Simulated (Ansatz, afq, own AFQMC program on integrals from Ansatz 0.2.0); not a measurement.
Two steps: Ansatz 0.2.0 writes the Fock matrix and Cholesky factors of the valence space, and afq projects on them the lowest state that overlaps trial and start.

```yaml
crystal:
  periodic: [false, false, false]
  atoms:
    - {symbol: B, position_ang: [0.000000, -0.104832, 0.802428]}
    - {symbol: C, position_ang: [0.000000, -0.044574, -0.723222]}
    - {symbol: H, position_ang: [0.000000, 0.894880, 1.472485]}
    - {symbol: H, position_ang: [0.000000, 0.760676, -1.461216]}
basis:
  gaussian: {orbitals: cc-pVDZ}
magnetization: {spin_polarized: true, initial_magnetization: 5}
correlation: {method: ccsd_t, electrons: outside_noble_gas, hamiltonian_folder: ham}
```

```sh
$ ansatz run in.yaml --threads 1 --pin off --events-out ev --progress --plain --max-ram 1382MiB
```

Options of the walk:

```
--method phaseless --trial hf --walkers 120 --populations 1 --least-time 40 --time-step 0.005 --steps-per-block 20 --equilibration-blocks 112 --max-blocks 600 --target-error 0.00108 --factor-cut 1e-05 --start spin_pure --seed 7060 --taylor-order 6
```

Times are imaginary, in 1/Eh. The walk had a cap of 984 s.

Log:

```
orbitals 36  electrons 7 2  factors 278 of 352
reference energy -63.31385185 Eh
CCSD correlation -0.15351200 Eh in 13 cycles, weight of the determinant in the CISD state 0.8794
energy of the start -63.314144 Eh
 block  time / (1/Eh)  mean weight  energy / Eh
     1     0.100  1.0004  -63.344938
     2     0.200  1.0006  -63.372820
     3     0.300  1.0008  -63.392755
     4     0.400  1.0013  -63.406003
     5     0.500  1.0003  -63.410710
     8     0.800  0.9998  -63.435832
    18     1.800  0.9993  -63.466117
    69     6.900  0.9988  -63.461515
   120    12.000  0.9997  -63.483238
   171    17.100  1.0004  -63.474668
   188    18.800  0.9997  -63.455460
   222    22.200  1.0002  -63.469852
   273    27.300  1.0003  -63.472092
   324    32.400  1.0006  -63.486029
   375    37.500  1.0008  -63.481333
   392    39.200  0.9995  -63.496048
   426    42.600  1.0007  -63.469175
   477    47.700  1.0014  -63.463227
   528    52.800  0.9991  -63.476587
   579    57.900  1.0000  -63.461877
   630    63.000  1.0005  -63.466415
   681    68.100  0.9999  -63.463069
   698    69.800  1.0002  -63.489012
blocks merged  error / Eh  count
     1  0.000494  600
     2  0.000654  300
     4  0.000866  150
     8  0.001113  75
    16  0.001381  37
    32  0.001663  18
    64  0.001789  9
energy -63.474009 +/- 0.001663 Eh
(rows thinned)
```

The run passed its tests (sampling time, drift between the halves within three errors, error under three times the target), which doesn't prove that it has relaxed.

Against this walk (error 45.3 meV) on the same determinant: CCSD(T) 61.8 meV higher (within the noise), CCSDT(Q) 25.3 meV higher (within the noise), a separate phaseless walk with a CISD trial and standard settings 24.7 ± 46.2 meV higher (within the noise). The error is statistical and leaves out the bias of the constraint.

Cautions: constraint bias not in the error; error above the target (45.3 against 29.4 meV); another spin lies lower (by 7.11 eV); strong correlation (T1 0.050, weight of the determinant 0.88, largest double 0.05); the bias of populations of 120 walkers isn't removed.

The walk took 8.5 min on 1 thread of AMD EPYC (Zen 3) (shared host). The log's last line is the phaseless energy.

CCSDT and higher add their correlation energy to the determinant of the CCSD(T) run, since their own runs factorise the integrals more tightly (a shift of under 2 meV). A walk keeps the symmetry of its determinant, which the program's search chose and which needn't be the lowest solution, so a lower state of the same spin and another symmetry isn't excluded.
